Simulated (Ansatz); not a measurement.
# One shape, several levels: CH4Si (SMILES [CH][SiH3])

Wanted: a comparison of 6 runs (U-wB97X/STO-3G, UBHLYP/STO-3G, UBLYP/STO-3G, UPBE/STO-3G, RPA@PBE/STO-3G, UCCSD(T)/STO-3G) of CH4Si. 

Program for the calculation: Ansatz 0.2.0.

40 further runs of the same task are left out: 40 set aside as unsound or not needed.

**1. The system as given**

CH4Si: 6 atoms, total charge 0, spin state triplet. As SMILES, `[CH][SiH3]`. The H3–C1 distance was set to 2.141 Å, away from the relaxed value. At this shape a bond of the SMILES string is far longer than usual.

Bond lengths: C1–Si2 1.808 Å, Si2–H4 1.473 Å, Si2–H5 1.473 Å, Si2–H6 1.464 Å. Angles: C1–Si2–H4 110.4°, C1–Si2–H5 110.4°, C1–Si2–H6 109.0°, H4–Si2–H5 108.7°, H4–Si2–H6 109.2°, H5–Si2–H6 109.2°.

**2. A single-point energy at U-wB97X/STO-3G (run 1)**

input.yaml reads:

```yaml
basis:
  gaussian:
    orbitals: STO-3G
crystal:
  periodic: [false, false, false]
  atoms:
    - symbol: C
      position_ang: [0.196752, 0.109106, 0.738220]
    - symbol: Si
      position_ang: [-0.729458, 1.365576, -0.174970]
    - symbol: H
      position_ang: [1.137890, -1.813490, 0.730980]
    - symbol: H
      position_ang: [-2.014678, 0.818076, -0.641000]
    - symbol: H
      position_ang: [0.040892, 1.822246, -1.343900]
    - symbol: H
      position_ang: [-0.984178, 2.504866, 0.708790]
accuracy: high
hamiltonian:
  xc: {name: wB97X}
magnetization:
  spin_polarized: true
  initial_magnetization: 2
```

Started as:

```sh
$ ansatz run input.yaml --threads 1 --pin off --max-ram 2610MiB --events-out events.jsonl --progress --plain --runs-dir runs
```

Standard output:

```text
Warning: RAYON_NUM_THREADS=1 ignored (pool sized by the plan → 1); use --threads N
Functional definition: wB97X
  name "wB97X"
  parameter omega = 0.3/bohr
  parameter cx = 0.157706
  parameter cx1 = 0.726479
  parameter cx2 = 1.04760
  parameter cx3 = -5.70635
  parameter cx4 = 13.2794
  parameter css1 = -4.33879
  parameter css2 = 18.2308
  parameter css3 = -31.7430
  parameter css4 = 17.2901
  parameter cos1 = 2.37031
  parameter cos2 = -11.3995
  parameter cos3 = 6.58405
  parameter cos4 = -3.78132
  exchange = spin_sum(e_x_unif_sr(omega)*poly(b97_u_x, 1 - cx, cx1, cx2, cx3, cx4)) + cx*exact_x_sr(omega)
      + exact_x_lr(omega)
  correlation = spin_sum(e_c_pw_same_spin*poly(b97_u_same, 1, css1, css2, css3, css4))
      + integral(e_c_pw_opposite_spin*poly(b97_u_opposite, 1, cos1, cos2, cos3, cos4))
311 factors; integrals over basis functions are off by at most 1.1e-8 eV
152 factors; integrals over basis functions are off by at most 9.8e-10 eV
mean field evaluation 1: about -8862.8494 eV, gradient 1.2e1 eV
mean field evaluation 2: about -8863.8365 eV, gradient 9.6e0 eV
mean field evaluation 4: about -8864.9616 eV, gradient 1.3e0 eV
mean field evaluation 8: about -8865.2069 eV, gradient 1.6e-1 eV
mean field evaluation 16: about -8865.1611 eV, gradient 2.2e-3 eV
mean field evaluation 32: about -8865.1611 eV, gradient 2.9e-7 eV
mean field -8865.58731932 eV, -325.8043246740 hartree, gradient 2.6e-8 eV, S^2 2.684940; 3 other end points of the search recorded, 0 dependent functions left out
reference -8865.58731793 eV, -325.8043246230 hartree; 13, 11 occupied and 5, 7 virtual orbitals, 311 factors
Total energy: -8865.58731793 eV, -325.8043246230 hartree
```

Wall time 21 s (1 thread of Arm Neoverse V1, shared host); peak memory 0.4 GiB.

**3. A single-point energy at UBHLYP/STO-3G (run 2)**

input.yaml reads:

```yaml
crystal:
  periodic: [false, false, false]
  atoms:
    - {symbol: C, position_ang: [0.196752, 0.109106, 0.738220]}
    - {symbol: Si, position_ang: [-0.729458, 1.365576, -0.174970]}
    - {symbol: H, position_ang: [1.137890, -1.813490, 0.730980]}
    - {symbol: H, position_ang: [-2.014678, 0.818076, -0.641000]}
    - {symbol: H, position_ang: [0.040892, 1.822246, -1.343900]}
    - {symbol: H, position_ang: [-0.984178, 2.504866, 0.708790]}
basis:
  gaussian: {orbitals: STO-3G}
magnetization: {spin_polarized: true, initial_magnetization: 2}
hamiltonian: {xc: {name: BHLYP}}
accuracy: high
```

Started as:

```sh
$ ansatz run input.yaml --threads 1 --pin off --max-ram 2610MiB --events-out events.jsonl --progress --plain --runs-dir runs
```

Standard output:

```text
Warning: RAYON_NUM_THREADS=1 ignored (pool sized by the plan → 1); use --threads N
Functional definition: BHLYP
  name "BHLYP"
  parameter a = 0.5
  exchange = (1 - a)*b88_x + a*exact_x
  correlation = lyp_c
311 factors; integrals over basis functions are off by at most 1.1e-8 eV
mean field evaluation 1: about -8863.0776 eV, gradient 1.1e1 eV
mean field evaluation 2: about -8863.3194 eV, gradient 1.1e1 eV
mean field evaluation 4: about -8865.0200 eV, gradient 1.9e0 eV
mean field evaluation 8: about -8865.3289 eV, gradient 1.9e-1 eV
mean field evaluation 16: about -8865.3311 eV, gradient 2.9e-4 eV
mean field evaluation 32: about -8865.3311 eV, gradient 3.0e-8 eV
mean field -8865.60108466 eV, -325.8048305409 hartree, gradient 5.5e-8 eV, S^2 2.719944; 3 other end points of the search recorded, 0 dependent functions left out
reference -8865.60110438 eV, -325.8048312658 hartree; 13, 11 occupied and 5, 7 virtual orbitals, 311 factors
Total energy: -8865.60110438 eV, -325.8048312658 hartree
```

Run time: 3.9 s. Hardware: 1 thread of Arm Neoverse V1, shared host; peak memory 0.13 GiB.

Runs 3 to 5 aren't shown in full; the table further down has their settings and results.

**4. A single-point energy at UCCSD(T)/STO-3G (run 6)**

in.yaml reads:

```yaml
crystal:
  periodic: [false, false, false]
  atoms:
    - {symbol: C, position_ang: [0.196752, 0.109106, 0.738220]}
    - {symbol: Si, position_ang: [-0.729458, 1.365576, -0.174970]}
    - {symbol: H, position_ang: [1.137890, -1.813490, 0.730980]}
    - {symbol: H, position_ang: [-2.014678, 0.818076, -0.641000]}
    - {symbol: H, position_ang: [0.040892, 1.822246, -1.343900]}
    - {symbol: H, position_ang: [-0.984178, 2.504866, 0.708790]}
basis:
  gaussian:
    orbitals: STO-3G
correlation:
  method: ccsd_t
  frozen_orbitals: {C: 1, H: 0, Si: 5}
scf:
  omitted_lower_state_checks: [cluster_reference, increment]
accuracy: high
magnetization:
  spin_polarized: true
  initial_magnetization: 2
```

Started as:

```sh
$ ansatz run in.yaml --threads 1 --pin off --max-ram 2610MiB --events-out events.jsonl --progress --plain --runs-dir runs
```

Standard output:

```text
Warning: RAYON_NUM_THREADS=1 ignored (pool sized by the plan → 1); use --threads N
[... 14 lines left out ...]
6 core orbitals not correlated: weight in the atoms' cores, before any rotation towards them, 1.000 or more for the frozen orbitals, at most 0.000 for the correlated occupied ones
[... 56 lines left out ...]
Total energy: -8848.00084391 eV, -325.1580336234 hartree
Checks for a lower state left out: cluster_reference, increment
```

It took 0.4 s on 1 thread of Arm Neoverse V1, shared host.

**5. All runs side by side**

```
run            level  frozen core orbitals  energy (Eh)   ⟨S²⟩  wall time
  1   U-wB97X/STO-3G                     –  -325.804325  2.685       21 s
  2    UBHLYP/STO-3G                     –  -325.804831  2.720      3.9 s
  3     UBLYP/STO-3G                     –  -325.764948  2.276      4.5 s
  4      UPBE/STO-3G                     –  -325.598382  2.377      3.3 s
  5   RPA@PBE/STO-3G                     6  -325.188356  2.377      4.5 s
  6  UCCSD(T)/STO-3G                     6  -325.158034  2.887      0.4 s
```

**6. Outcome**

| quantity | value |
| --- | --- |
| run 6: total energy | -325.15803 Eh |
| run 6: correlation energy (6 core orbitals frozen) | -83.7 mEh |
| run 6: (T) correction | -1.39 mEh |
| run 6: ⟨S²⟩ of the reference determinant | 2.887 |
| run 6: T1 diagnostic | 0.041 |

What this shows: Totals of different functionals can't be ranked against each other. In runs 1, 2, 3, 4, 5, 6 the basis is minimal, so the values are rough. Spin contamination of the reference: run 6 ⟨S²⟩ = 2.89, run 2 ⟨S²⟩ = 2.72, run 1 ⟨S²⟩ = 2.68, run 5 ⟨S²⟩ = 2.38, run 4 ⟨S²⟩ = 2.38, run 3 ⟨S²⟩ = 2.28. Where it is this large, the reference is a mixture of spin states, and values that rest on it are in doubt. All runs together took 37 s, the longest 21 s.
